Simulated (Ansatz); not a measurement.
Ansatz (a first-principles code) input (PBE0/def2-TZVP):

Ansatz 0.2 input:
```yaml
crystal:
  periodic: [false, false, false]
  atoms:
    - {symbol: Si, position_ang: [0.00522298, 0.00088878, 0.13274662]}
    - {symbol: H, position_ang: [-0.03423424, 1.08488138, -0.93662313]}
    - {symbol: H, position_ang: [-0.03888754, -1.09732424, -0.92182957]}
basis:
  gaussian:
    orbitals: def2-TZVP
hamiltonian:
  xc: {name: PBE0}
relax: {f_tol: 0.003, max_steps: 100}
```

End of the output:

```
relax step   1: F+E_penalty+E_count = -7904.52909491 eV  Δ(F+E_penalty+E_count) = +0.000e0 eV  max|allowed force component| = 6.820e-2 eV/Å  Δτ_max = 0.0000 Å  (23 SCF iters, accepted)
these checks for a lower state are left out or cut short: starts, cluster_reference, orbital_swaps, neighbouring_geometries, increment
integrals: 0.01 GiB planned
356 factors; their error is unknown
mean field: 0.09 GiB planned
mean field evaluation 16: about -7904.5292 eV, gradient 7.4e-2 eV
mean field -7904.52918662 eV, -290.4860897259 hartree, gradient 8.1e-6 eV, S^2 0.000000; 0 other end points of the search recorded, 0 dependent functions left out
the calculation of the forces begins
reference -7904.52920846 eV, -290.4860905286 hartree; 8, 8 occupied and 41, 41 virtual orbitals, 356 factors
relax step   2: F+E_penalty+E_count = -7904.52918662 eV  Δ(F+E_penalty+E_count) = -9.171e-5 eV  max|allowed force component| = 1.765e-2 eV/Å  Δτ_max = 0.0049 Å  (25 SCF iters, accepted)
these checks for a lower state are left out or cut short: starts, cluster_reference, orbital_swaps, neighbouring_geometries, increment
integrals: 0.01 GiB planned
356 factors; their error is unknown
mean field: 0.09 GiB planned
mean field -7904.52924005 eV, -290.4860916894 hartree, gradient 1.5e-5 eV, S^2 0.000000; 0 other end points of the search recorded, 0 dependent functions left out
the calculation of the forces begins
reference -7904.52926190 eV, -290.4860924923 hartree; 8, 8 occupied and 41, 41 virtual orbitals, 356 factors
relax step   3: F+E_penalty+E_count = -7904.52924005 eV  Δ(F+E_penalty+E_count) = -5.343e-5 eV  max|allowed force component| = 7.464e-4 eV/Å  Δτ_max = 0.0031 Å  (20 SCF iters, accepted)
integrals: 0.01 GiB planned
356 factors; their error is unknown
mean field: 0.09 GiB planned
mean field evaluation 32: about -7904.4339 eV, gradient 3.7e0 eV
mean field -7904.52924005 eV, -290.4860916894 hartree, gradient 1.5e-5 eV, S^2 0.000000; 1 other end points of the search recorded, 0 dependent functions left out
the calculation of the forces begins
reference -7904.52926190 eV, -290.4860924923 hartree; 8, 8 occupied and 41, 41 virtual orbitals, 356 factors
Total energy: -7904.52926190 eV, -290.4860924923 hartree
Atom 0 at     0.005349     0.000910     0.135950 Å, force    -0.000029    -0.000005    -0.000746 eV/Å
Atom 1 at    -0.034300     1.083475    -0.938215 Å, force     0.000013    -0.000672     0.000378 eV/Å
Atom 2 at    -0.038948    -1.095939    -0.923441 Å, force     0.000016     0.000677     0.000369 eV/Å
Dipole moment:    -0.001411    -0.000240    -0.035871 e Å
```
